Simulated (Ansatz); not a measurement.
C₃H₆FNO, SMILES `C=NC(F)OC`, relaxed with RKS PBE0-D4/def2-TZVP in the Gaussian-basis code of Ansatz from a PBE-D4/def2-SVP geometry. The force threshold is 0.005 eV/Å; the program also tests the step.

The species carries charge 0 and has multiplicity 1.

Start:

```xyz
12

C     0.372    1.952   -1.012
N     0.536    0.889   -0.328
C    -0.229   -0.287   -0.646
F    -1.191   -0.083   -1.613
O    -0.915   -0.736    0.474
C    -0.079   -1.274    1.484
H     0.956    2.856   -0.742
H    -0.332    2.028   -1.870
H     0.484   -1.062   -1.035
H    -0.744   -1.629    2.294
H     0.625   -0.514    1.887
H     0.517   -2.139    1.106
```

```tsv
step	energy (eV)	largest force (eV/Å)	largest move (Å)
1	-9455.2219	0.967	0.000
2	-9455.2774	0.207	0.035
3	-9455.2805	0.118	0.040
4	-9455.2823	0.081	0.029
5	-9455.2825	0.043	0.011
6	-9455.2826	0.010	0.006
7	-9455.2826	0.010	0.003
8	-9455.2826	0.006	0.001
9	-9455.2826	0.005	0.002
```

End:

```xyz
12

C     0.369    1.935   -1.009
N     0.533    0.891   -0.325
C    -0.224   -0.280   -0.633
F    -1.175   -0.082   -1.594
O    -0.908   -0.724    0.474
C    -0.074   -1.267    1.475
H     0.949    2.821   -0.753
H    -0.328    2.005   -1.848
H     0.472   -1.045   -1.013
H    -0.733   -1.630    2.262
H     0.606   -0.514    1.881
H     0.513   -2.108    1.083
```

Hardware: 4 threads of an Arm Neoverse V1 on a shared host. Wall time 39 s, peak host memory 0.58 GiB.
